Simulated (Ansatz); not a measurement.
**CH2ClF (chlorofluoromethane): levels of theory compared**

Wanted: a comparison of 6 runs (UHF/STO-3G, CAM-B3LYP/STO-3G, UB3LYP/STO-3G, r2SCAN/STO-3G, wB97X/STO-3G, CCSD/STO-3G) of CH2ClF (chlorofluoromethane). 

Program for the calculation: Ansatz 0.2.0.

70 further runs of the same task are left out: 2 that didn't finish, 68 set aside as unsound or not needed.

## Step 1: The structure to begin with

The species is CH2ClF (5 atoms), meant as a singlet with charge 0. SMILES: `FCCl`. The H4–C2 distance was set to 1.362 Å, away from the relaxed value.

Bond lengths: F1–C2 1.355 Å, C2–Cl3 1.766 Å, C2–H5 1.089 Å. Angles: F1–C2–Cl3 110.5°, F1–C2–H5 109.3°, Cl3–C2–H5 107.8°. A long bond or contact: C2–H4 1.362 Å.

## Step 2: The energy at UHF/STO-3G (run 1)

Contents of run.yaml:

```yaml
crystal:
  periodic: [false, false, false]
  atoms:
    - {symbol: F, position_ang: [-1.157623, 0.658516, 0.594595]}
    - {symbol: C, position_ang: [-0.103613, 0.187316, -0.113835]}
    - {symbol: Cl, position_ang: [-0.610143, -1.134894, -1.169965]}
    - {symbol: H, position_ang: [0.832130, -0.302600, 0.745580]}
    - {symbol: H, position_ang: [0.290547, 0.983666, -0.743985]}
basis:
  gaussian:
    orbitals: STO-3G
hamiltonian:
  xc: hf
accuracy: high
magnetization:
  spin_polarized: true
  initial_magnetization: 0
```

On the command line:

```console
$ ansatz run run.yaml --threads 1 --pin off --max-ram 3480MiB --events-out events.jsonl --progress --plain --runs-dir runs
```

Output:

```text
Warning: RAYON_NUM_THREADS=1 ignored (pool sized by the plan → 1); use --threads N
Functional definition: HF
  name "HF"
  exchange = exact_x
  correlation = 0
375 factors; integrals over basis functions are off by at most 3.3e-8 eV
mean field evaluation 1: about -16082.1700 eV, gradient 2.1e1 eV
mean field evaluation 2: about -16082.2931 eV, gradient 2.1e1 eV
mean field evaluation 4: about -16085.4949 eV, gradient 1.2e0 eV
mean field evaluation 8: about -16085.5097 eV, gradient 8.0e-6 eV
mean field -16085.50974934 eV, -591.1315801381 hartree, gradient 1.4e-8 eV, S^2 0.000000; 0 other end points of the search recorded, 0 dependent functions left out
reference -16085.50974934 eV, -591.1315801381 hartree; 17, 17 occupied and 4, 4 virtual orbitals, 375 factors
Total energy: -16085.50974934 eV, -591.1315801381 hartree
```

It took 0.14 s on 1 thread of Arm Neoverse V1, shared host.

## Step 3: A single-point energy at CAM-B3LYP/STO-3G (run 2)

Contents of input.yaml:

```yaml
crystal:
  periodic: [false, false, false]
  atoms:
    - {symbol: F, position_ang: [-1.157623, 0.658516, 0.594595]}
    - {symbol: C, position_ang: [-0.103613, 0.187316, -0.113835]}
    - {symbol: Cl, position_ang: [-0.610143, -1.134894, -1.169965]}
    - {symbol: H, position_ang: [0.832130, -0.302600, 0.745580]}
    - {symbol: H, position_ang: [0.290547, 0.983666, -0.743985]}
basis:
  gaussian:
    orbitals: STO-3G
total_charge: 0
hamiltonian:
  xc: {name: CAM-B3LYP}
accuracy: high
```

On the command line:

```console
$ ansatz run input.yaml --threads 1 --pin off --max-ram 3480MiB --events-out events.jsonl --progress --plain --runs-dir runs
```

Output:

```text
Warning: RAYON_NUM_THREADS=1 ignored (pool sized by the plan → 1); use --threads N
Functional definition: CAM-B3LYP
  name "CAM-B3LYP"
  parameter alpha = 0.19
  parameter beta = 0.46
  parameter omega = 0.33/bohr
  parameter ac = 0.81
  exchange = (1 - alpha - beta)*b88_x + beta*b88_x_sr(omega) + alpha*exact_x + beta*exact_x_lr(omega)
  correlation = (1 - ac)*vwn5_c + ac*lyp_c
375 factors; integrals over basis functions are off by at most 3.3e-8 eV
158 factors; integrals over basis functions are off by at most 7.6e-10 eV
mean field evaluation 1: about -16114.7708 eV, gradient 2.6e1 eV
mean field evaluation 2: about -16115.5569 eV, gradient 2.4e1 eV
mean field evaluation 4: about -16117.1513 eV, gradient 2.7e-1 eV
mean field evaluation 8: about -16117.1288 eV, gradient 7.1e-4 eV
mean field evaluation 16: about -16117.1288 eV, gradient 2.8e-8 eV
mean field -16117.12884680 eV, -592.2935605375 hartree, gradient 2.8e-8 eV, S^2 0.000000; 0 other end points of the search recorded, 0 dependent functions left out
reference -16117.12885867 eV, -592.2935609737 hartree; 17, 17 occupied and 4, 4 virtual orbitals, 375 factors
Total energy: -16117.12885867 eV, -592.2935609737 hartree
```

Run time: 1.3 s. Hardware: 1 thread of Arm Neoverse V1, shared host; peak memory 0.095 GiB.

Run 3 isn't shown in full; the table further down has it.

## Step 4: A single-point energy at r2SCAN/STO-3G (run 4)

Contents of job.yaml:

```yaml
crystal:
  periodic: [false, false, false]
  atoms:
    - {symbol: F, position_ang: [-1.157623, 0.658516, 0.594595]}
    - {symbol: C, position_ang: [-0.103613, 0.187316, -0.113835]}
    - {symbol: Cl, position_ang: [-0.610143, -1.134894, -1.169965]}
    - {symbol: H, position_ang: [0.832130, -0.302600, 0.745580]}
    - {symbol: H, position_ang: [0.290547, 0.983666, -0.743985]}
basis:
  gaussian:
    orbitals: STO-3G
total_charge: 0
hamiltonian:
  xc: r2scan
accuracy: high
```

On the command line:

```console
$ ansatz run job.yaml --threads 1 --pin off --max-ram 3480MiB --events-out events.jsonl --progress --plain --runs-dir runs
```

Output:

```text
Warning: RAYON_NUM_THREADS=1 ignored (pool sized by the plan → 1); use --threads N
Functional definition: r2SCAN
  name "r2SCAN"
  parameter k0 = 0.174
  parameter k1 = 0.065
  parameter a1 = 4.9479
  exchange = r2scan_x(k0 = k0, k1 = k1, a1 = a1)
  correlation = r2scan_c
375 factors; integrals over basis functions are off by at most 3.3e-8 eV
mean field evaluation 1: about -16116.5739 eV, gradient 2.0e1 eV
mean field evaluation 2: about -16115.4366 eV, gradient 2.9e1 eV
mean field evaluation 4: about -16117.8922 eV, gradient 6.1e-1 eV
mean field evaluation 8: about -16117.8303 eV, gradient 2.6e-3 eV
mean field -16117.83030332 eV, -592.3193385893 hartree, gradient 8.6e-8 eV, S^2 0.000000; 0 other end points of the search recorded, 0 dependent functions left out
reference -16117.83030361 eV, -592.3193386000 hartree; 17, 17 occupied and 4, 4 virtual orbitals, 375 factors
Total energy: -16117.83030361 eV, -592.3193386000 hartree
```

Wall time 2.7 s (1 thread of Arm Neoverse V1, shared host); peak memory 0.14 GiB.

Run 5 isn't shown in full; the table further down has it.

## Step 5: A single-point energy at CCSD/STO-3G (run 6)

Contents of in.yaml:

```yaml
crystal:
  periodic: [false, false, false]
  atoms:
    - {symbol: F, position_ang: [-1.157623, 0.658516, 0.594595]}
    - {symbol: C, position_ang: [-0.103613, 0.187316, -0.113835]}
    - {symbol: Cl, position_ang: [-0.610143, -1.134894, -1.169965]}
    - {symbol: H, position_ang: [0.832130, -0.302600, 0.745580]}
    - {symbol: H, position_ang: [0.290547, 0.983666, -0.743985]}
basis:
  gaussian:
    orbitals: STO-3G
correlation:
  method: ccsd
  frozen_orbitals: {C: 1, Cl: 5, F: 1, H: 0}
accuracy: high
scf:
  omitted_lower_state_checks: [cluster_reference, increment]
```

On the command line:

```console
$ ansatz run in.yaml --threads 1 --pin off --max-ram 3480MiB --events-out events.jsonl --progress --plain --runs-dir runs
```

Output:

```text
Warning: RAYON_NUM_THREADS=1 ignored (pool sized by the plan → 1); use --threads N
[... 11 lines left out ...]
7 core orbitals not correlated: weight in the atoms' cores, before any rotation towards them, 1.000 or more for the frozen orbitals, at most 0.000 for the correlated occupied ones
[... 21 lines left out ...]
Total energy: -16088.61303558 eV, -591.2456238038 hartree
Checks for a lower state left out: cluster_reference, increment
```

It took 0.2 s on 1 thread of Arm Neoverse V1, shared host.

## Step 6: Overview of the runs

| run | level | frozen core orbitals | energy (Eh) | wall time |
| --- | --- | --- | --- | --- |
| 1 | UHF/STO-3G | – | -591.131580 | 0.14 s |
| 2 | CAM-B3LYP/STO-3G | – | -592.293561 | 1.3 s |
| 3 | UB3LYP/STO-3G | – | -592.356887 | 2 s |
| 4 | r2SCAN/STO-3G | – | -592.319339 | 2.7 s |
| 5 | wB97X/STO-3G | – | -592.364868 | 5.1 s |
| 6 | CCSD/STO-3G | 7 | -591.245624 | 0.2 s |

## Step 7: Outcome

```
                                          quantity          value
                               run 6: total energy  -591.24562 Eh
run 6: correlation energy (7 core orbitals frozen)     -114.0 mEh
                              run 6: T1 diagnostic          0.008
```

In words: Totals of different functionals can't be ranked against each other. In runs 1, 2, 3, 4, 5, 6 the basis is minimal, so the values are rough. All runs together took 11 s, the longest 5.1 s.
